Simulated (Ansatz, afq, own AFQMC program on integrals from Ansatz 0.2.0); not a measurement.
# AgCH3, singlet: AFQMC among the cluster methods

```yaml
atoms:
  - { symbol: C, position_ang: [-0.1724, 0.0602, -0.0797] }
  - { symbol: Ag, position_ang: [1.6428, -0.6853, 0.6304] }
  - { symbol: H, position_ang: [-0.9332, -0.0811, 0.7000] }
  - { symbol: H, position_ang: [-0.4431, -0.4952, -0.9878] }
  - { symbol: H, position_ang: [-0.0442, 1.1278, -0.3043] }
```

Connectivity, by distances: CH3–Ag.

Basis def2-TZVP with its core potentials. Only valence electrons are correlated. Ansatz 0.2.0 and our own AFQMC program on the same integrals; the CISD trial comes from CCSD amplitudes, and released means the phaseless constraint is let go. Free AFQMC starts from the CCSD state and is never constrained. Its projection time is finite, and what remains of the start isn't in its error. ± is one standard error of the sampling. No spin–orbit coupling. The metal's outer-core s and p shells are frozen, which shifts wave-function levels against functionals.

Determinant: RHF, the one that the program's search chose, which needn't be the lowest solution. The geometry is a PBE0/def2-SVP stationary point of this or a neighbouring charge and spin state.

No full CI on the walks' own integrals is used here; CCSDT(Q) serves as the reference and is uncertain by about the last step of the cluster series.

Cautions: no spin-orbit coupling; outer-core shells of the metal frozen; the released energies are still falling, so no released level is given (meV from the phaseless value at times in 1/Eh: -9 ± 4 at 0.24, -17 ± 6 at 0.60, -25 ± 7 at 1.20, -32 ± 10 at 1.80, -5 ± 18 at 2.60).

The T1 diagnostic is 0.0205, the weight of the determinant in the CISD state is 0.855 and the size of the correlated space is 18 electrons in 84 orbitals.

Reference: CCSDT(Q), correlation energy -14.001 eV.

```json
{"level": "HF", "E − E(reference) (kJ/mol)": "1350.8", "share of correlation (%)": "0.00"}
{"level": "MP2", "E − E(reference) (kJ/mol)": "34.5", "share of correlation (%)": "97.45"}
{"level": "CCSD", "E − E(reference) (kJ/mol)": "43.6", "share of correlation (%)": "96.78"}
{"level": "CCSD(T)", "E − E(reference) (kJ/mol)": "2.3", "share of correlation (%)": "99.83"}
{"level": "CCSDT", "E − E(reference) (kJ/mol)": "2.3", "share of correlation (%)": "99.83"}
{"level": "ph-AFQMC/HF", "E − E(reference) (kJ/mol)": "-9.2 ± 3.2", "share of correlation (%)": "100.68"}
{"level": "ph-AFQMC/CISD", "E − E(reference) (kJ/mol)": "0.7 ± 0.3", "share of correlation (%)": "99.95"}
{"level": "free AFQMC", "E − E(reference) (kJ/mol)": "-0.2 ± 1.3", "share of correlation (%)": "100.01"}
```

Free projections are given only where their last times agree within the noise and don't stop above the reference; a slow remainder of the start can still hide under it.
